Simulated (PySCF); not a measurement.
# Ionisation energy of H by level of theory

H 1s1 (2S) → H⁺ (bare nucleus), as a difference of total energies. Computed with PySCF 2.14 in dyall-av3z (10s3p2d, 29 functions), with scalar relativity by spin-free X2C-1e. The calculations carry no spin-orbit coupling.

| method | ionisation energy (eV) | difference from reference (eV) |
| --- | --- | --- |
| UHF | 13.606 | +0.008 |
| LDA | 13.025 | -0.573 |
| PBE | 13.606 | +0.008 |
| PBE0 | 13.642 | +0.044 |
| r2SCAN | 13.611 | +0.013 |
| TPSS | 13.612 | +0.014 |
| BHandHLYP | 13.573 | -0.025 |
| wB97X-V | 13.627 | +0.029 |
| PW91 | 13.648 | +0.050 |

Reference: 13.598 eV (theoretical estimate listed by NIST; NIST Atomic Spectra Database, ionization energies).
